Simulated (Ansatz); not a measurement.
Turn this script for the Python package of Ansatz (0.2.0) into the input file that the command-line program reads.

`energy_c4h6n2.py`
```python
"""Single point of C4H6N2."""

import ansatz as az
import numpy as np
import pandas as pd

GEOMETRY = """
C     1.96350   -0.28610    0.11670
C     0.82370   -0.19590    0.81160
C    -0.52980    0.04910    0.25070
N    -1.59420    0.12440    0.98830
C    -0.73860    0.22640   -1.23640
N    -1.92640    0.43890   -1.70390
H     2.90020   -0.46890    0.63800
H     2.03140   -0.18840   -0.96010
H     0.86140   -0.30880    1.89150
H    -1.36800   -0.00590    1.97910
H     0.13750    0.16950   -1.89390
H    -2.56070    0.44570   -0.88170
"""


def main() -> None:
    geometry = az.Crystal.molecule()
    for line in GEOMETRY.strip().splitlines():
        symbol, *xyz = line.split()
        geometry = geometry.atom(symbol, [float(v) for v in xyz])

    job = (
        geometry.calculation()
        .basis(gaussian="6-31G*")
        .functional("revpbe0")
        .forces()
    )
    out = job.run()
    summary = out.report

    print(f"E = {summary['free_energy_ev']:.6f} eV = {summary['free_energy_ev'] / 27.211386246:.7f} Ha")
    print("converged:", summary["converged"], " doubts:", summary["published_state_doubts"] or "none")

    state = summary["mean_field"]["state"]
    print(f"mean field: {state['energy']['hartree']:.7f} Ha, <S^2> = {abs(state['spin_squared']):.4f}, stability: {state.get('stability', {}).get('kind')}")

    symbols = [site.symbol for site in geometry.cartesian_sites]
    forces = np.array(summary["forces_ev_ang"])
    print("largest force", round(float(np.linalg.norm(forces, axis=1).max()), 4), "eV/A, rms", round(float(np.sqrt((forces ** 2).mean())), 4))

    charges = summary["charge_distribution"]
    table = pd.DataFrame({"atom": symbols, "mulliken": charges["mulliken_charges_e"], "lowdin": charges["lowdin_charges_e"]})
    print(table.round(3).to_string())
    print("dipole (e A):", np.round(charges["dipole_moment_e_ang"], 4) + 0.0)


if __name__ == "__main__":
    main()
```

`python energy_c4h6n2.py` gives:
```text
E = -7220.531467 eV = -265.3496372 Ha
converged: True  doubts: none
mean field: -265.3496372 Ha, <S^2> = 0.0000, stability: minimum
largest force 1.5836 eV/A, rms 0.4409
   atom  mulliken  lowdin
0     C    -0.379  -0.201
1     C    -0.152  -0.171
2     C     0.259  -0.125
3     N    -0.633  -0.187
4     C     0.027  -0.142
5     N    -0.530  -0.161
6     H     0.191   0.140
7     H     0.193   0.137
8     H     0.179   0.143
9     H     0.318   0.218
10    H     0.179   0.128
11    H     0.348   0.221
dipole (e A): [ 0.7032 -0.1465  0.4841]
```

`input.yaml`:
```yaml
crystal:
  periodic: [false, false, false]
  atoms:
    - { symbol: C, position_ang: [1.9635, -0.2861, 0.1167] }
    - { symbol: C, position_ang: [0.8237, -0.1959, 0.8116] }
    - { symbol: C, position_ang: [-0.5298, 0.0491, 0.2507] }
    - { symbol: "N", position_ang: [-1.5942, 0.1244, 0.9883] }
    - { symbol: C, position_ang: [-0.7386, 0.2264, -1.2364] }
    - { symbol: "N", position_ang: [-1.9264, 0.4389, -1.7039] }
    - { symbol: H, position_ang: [2.9002, -0.4689, 0.638] }
    - { symbol: H, position_ang: [2.0314, -0.1884, -0.9601] }
    - { symbol: H, position_ang: [0.8614, -0.3088, 1.8915] }
    - { symbol: H, position_ang: [-1.368, -0.0059, 1.9791] }
    - { symbol: H, position_ang: [0.1375, 0.1695, -1.8939] }
    - { symbol: H, position_ang: [-2.5607, 0.4457, -0.8817] }
basis:
  gaussian:
    orbitals: "6-31G*"
hamiltonian:
  xc: revpbe0
output:
  forces: true
```

Total energies depend on the basis set; only differences at equal settings carry meaning. The geometry is a force-field or estimated start, not a minimum of this method, and the basis set is short of its limit. The Löwdin charges here are taken after orthogonalising the functions within each atom; they differ from plain Löwdin charges, and their signs can be unphysical. Hardware and time: 4.5 s on 1 thread of Arm Neoverse V2, with other jobs on the host, peak memory 0.32 GiB.

(Lines on the test bed's own set-up are left out of the output.)
